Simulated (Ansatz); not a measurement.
## Worked example: vertical energy of the triplet above the singlet of SClO2F (sulfuryl chloride fluoride)

SClO2F: 5 atoms, total charge 0, spin state singlet. SMILES: `O=S(=O)(F)Cl`. The shape is that of a PBE0-D4/def2-TZVP optimisation.

Both states at this one shape; open shells run unrestricted unless said. 1 Eh = 27.2114 eV.

| level | program | singlet SClO2F (Eh) | triplet SClO2F (Eh) |
| --- | --- | --- | --- |
| HF/STO-3G | Ansatz | -1093.033727 | -1092.901350 |
| HF/3-21G | Ansatz | -1100.308662 | -1100.137607 |

Work out the vertical gap, second state less first, at each level.


1. HF/STO-3G: -1092.901350 − (-1093.033727) = 0.132377 Eh = 3.60 eV.
2. HF/3-21G: -1100.137607 − (-1100.308662) = 0.171055 Eh = 4.65 eV.

No measured value is set beside it here; the levels span 3.60 to 4.65 eV. Minimal sets are far from the basis-set limit.
